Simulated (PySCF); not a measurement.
## C4H7FN: g tensor and hyperfine couplings

Species: C4H7FN (doublet state).
Z-matrix (Å and degrees, GFN2-xTB geometry), rows numbered from 1:
```
C 
C   1  1.3170
F   2  1.3590  1  120.42
C   2  1.4971  1  127.88  3  -179.44
N   4  1.4022  2  112.42  1    -6.86
C   5  1.4064  4  116.45  2   174.59
H   1  1.0747  2  121.70  3    -0.39
H   1  1.0724  2  118.99  3   179.90
H   4  1.1094  2  108.83  1   118.10
H   4  1.1089  2  108.04  1  -129.55
H   6  1.0948  5  108.37  4  -133.06
H   6  1.0980  5  108.70  4   112.64
H   6  1.0988  5  115.18  4    -9.68
```

The hyperfine couplings belong to this conformer and change with its torsions.

Identity: `C=C(F)C[N]C` [radical].

Method used: UKS B3LYP, pcH-1 on C F H N, non-relativistic, mean-field spin-orbit, GIAO in PySCF. Isolated species at its GFN2-xTB geometry (one conformer only). The geometry wasn't refined by DFT: couplings that depend on bond lengths, twists or pyramidal angles can differ widely from those at the functional's own minimum. The SCF solution wasn't tested for stability.

| Quantity | Value |
| --- | --- |
| g1, g2, g3 | 2.00212, 2.00387, 2.00738 |
| g_iso | 2.00446 |
| Form of g | rhombic: the two nearest values differ by 33 % of g3 − g1 |
| ⟨S²⟩ | 0.7538 (exact 0.7500) |
| HOMO–LUMO gap, α and β orbitals | 7.27, 4.45 eV |

Isotropic coupling and dipolar principal values T1 to T3, in MHz:

```csv
atom,isotope,a_iso,T1,T2,T3,Mulliken spin population
C1,13C,-1.3,-1.5,-0.2,1.8,-0.01
C2,13C,-0.4,-1.6,0.1,1.5,0.01
F3,19F,-1.1,-5.4,-4.1,9.4,0.00
C4,13C,-35.8,-3.7,-1.2,4.9,-0.07
N5,14N,35.6,-43.1,-42.6,85.7,0.90
C6,13C,-34.6,-4.3,0.4,3.9,-0.06
H7,1H,0.1,-1.1,-0.9,2.0,0.00
H8,1H,0.4,-4.2,-3.4,7.6,0.00
H9,1H,113.8,-5.7,-4.3,10.0,0.05
H10,1H,153.7,-6.3,-3.6,9.9,0.07
H11,1H,104.8,-6.4,-4.6,10.9,0.04
H12,1H,153.0,-6.7,-3.9,10.6,0.07
H13,1H,3.5,-4.7,-4.6,9.3,0.00
```

Largest spin populations (Mulliken): N5 (+0.90), C4 (-0.07), H10 (+0.07) and H12 (+0.07). No atom but N5 exceeds +0.15. The positive populations add up to 1.14 and the negative ones to -0.14, together 2S = 1.

Under fast tumbling the dipolar parts average out, and these isotropic splittings remain: 2 × 1H (H9/H10, I = 1/2, 3 lines) with 4.77 mT, 3 × 1H (H11/H12/H13, I = 1/2, 4 lines) with 3.10 mT, 1 × 14N (N5, I = 1, 3 lines) with 1.27 mT and 1 × 19F (F3, I = 1/2, 2 lines) with 0.04 mT.

Class means assume fast exchange of nuclei equivalent by connectivity; if that motion is slow, each nucleus keeps its own coupling. The three 1H nuclei of mean +87.1 MHz run from 3.5 to 153.0 MHz in the frozen geometry. The 1H value of +133.7 MHz is a mean of couplings from 113.8 to 153.7 MHz in this one geometry, not an average over conformers.

The 13C coupling of C4 (-35.8 MHz) shows only in satellite lines or after enrichment, since that isotope makes up about 1.07 % of natural carbon.

β density exceeds α density at some nuclei, such as C4 (-0.0318), C6 (-0.0307) and C1 (-0.0011), spin density in bohr⁻³. In a single determinant that takes different orbitals for the two spins, that is spin polarisation.
